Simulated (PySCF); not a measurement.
# Two-photon absorption: 3-butenal (C=CCC=O, C₄H₆O)

Cartesian coordinates in Å; atom numbers follow the order of the lines, from 1:
```xyz
11

C    -1.756    0.446    0.244
C    -0.658   -0.236    0.540
C     0.439   -0.546   -0.428
C     1.643    0.320   -0.143
O     2.720   -0.093    0.181
H    -1.949    0.804   -0.762
H    -2.506    0.663    0.995
H    -0.500   -0.577    1.561
H     0.105   -0.323   -1.448
H     0.748   -1.592   -0.372
H     1.454    1.411   -0.241
```

Method: TDDFT CAM-B3LYP/def2-TZVPD excited states, vertical, gas phase in PySCF 2.14.0. Geometry: PBE0-D3(BJ)/def2-TZVP.

Question: Give the one- and two-photon strengths of the lowest singlets.

Answer: δ for parallel linear polarisation; σ at the peak of a Lorentzian of half width 0.1 eV, single beam; Ω is circular over linear.
| state | E (eV) | f | photon λ (nm) | δ (au) | σ (GM) | Ω | main |
| --- | --- | --- | --- | --- | --- | --- | --- |
| S1 | 4.24 | 0.003 | 585 | 0.28 | 0.00 | 0.97 | HOMO→LUMO 0.71, HOMO−1→LUMO 0.13 |
| S2 | 6.57 | 0.152 | 377 | 68.2 | 1.08 | 0.43 | HOMO−1→LUMO 0.69, HOMO→LUMO 0.21 |
| S3 | 6.98 | 0.004 | 355 | 144 | 2.56 | 1.50 | HOMO→LUMO+1 0.44, HOMO→LUMO+2 0.30 |
| S4 | 7.18 | 0.120 | 345 | 182 | 3.43 | 0.30 | HOMO→LUMO+2 0.39, HOMO→LUMO+1 0.32 |
| S5 | 7.43 | 0.034 | 334 | 140 | 2.83 | 0.46 | HOMO→LUMO+4 0.41, HOMO→LUMO+3 0.22 |
| S6 | 7.54 | 0.017 | 329 | 44.9 | 0.94 | 0.74 | HOMO→LUMO+3 0.47, HOMO→LUMO+5 0.16 |

Among these, the strongest one-photon state is S2, the strongest two-photon state S4, with a dipole change of 5.9 D (relaxed, norm of the difference vector).
